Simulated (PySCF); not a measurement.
Compound: 1,3-dichloropropane, C3H6Cl2.
Numbering: `[Cl:1][CH2:2][CH2:3][CH2:4][Cl:5]` (hydrogens: H6, H7 on C2; H8, H9 on C3; H10, H11 on C4)

Method: core-valence-separated Tamm–Dancoff BHandHLYP/aug-pcX-1 (pcseg-1 on H, def2-SVPD on Cl) in PySCF, non-relativistic, gas phase, PBE0-D3(BJ)/def2-SVP geometry. BHandHLYP without relativity tends to put these K edges a few eV too low, so spacings mean more than positions.

Problem. Give energies, oscillator strengths and core holes at the C K edge.

Solution. 
| E (eV) | f | core hole on | main final orbital |
| --- | --- | --- | --- |
| 284.97 | 0.1377 | C2/C4 | spread (2 roots, f summed) |
| 286.03 | 0.0204 | C3 | LUMO (80 %) |
| 286.53 | 0.0308 | C3 | LUMO+5 (70 %) |
| 286.85 | 0.0069 | C3 | LUMO+1 (79 %) |
| 287.05 | 0.0004 | C3 | LUMO+4 (66 %) |
| 287.21 | 0.0366 | C2/C4 | LUMO (2 roots, f summed) |
| 287.74 | 0.0014 | C3 | LUMO+2 (70 %) |
| 287.88 | 0.0005 | C3 | LUMO+3 (80 %) |
| 287.95 | 0.0528 | C2/C4 | spread (2 roots, f summed) |
| 288.50 | 0.0044 | C3 | LUMO+6 (65 %) |
| 288.60 | 0.0118 | C2/C4 | LUMO+1 (2 roots, f summed) |

The first line with a tenth or more of the strongest one's intensity is at 284.97 eV (f = 0.138, sum of 2), with the hole on C2/C4 (sp3 C–Cl carbon). It is also the strongest listed.

Roots within 0.03 eV whose holes lie on the same, on equivalent or on shared atoms are summed into one line, and the highest roots are left out, as the search may have cut off their partners. Final orbitals are the ground state's empty Kohn–Sham orbitals.

Problem. What are the wavelength and the wavenumber of the 287.21 eV line?

Solution. λ = 12398.42 eV Å/287.21 eV = 43.168 Å; 2.3165 × 10⁶ cm⁻¹.

Only the lowest roots of each edge were sought.

Shape of the structure used: `[Cl:1][CH2:2][CH2:3][CH2:4][Cl:5]`: Cl1–C2–C3–C4 63°, C2–C3–C4–Cl5 63°.

One conformer stands for the species.
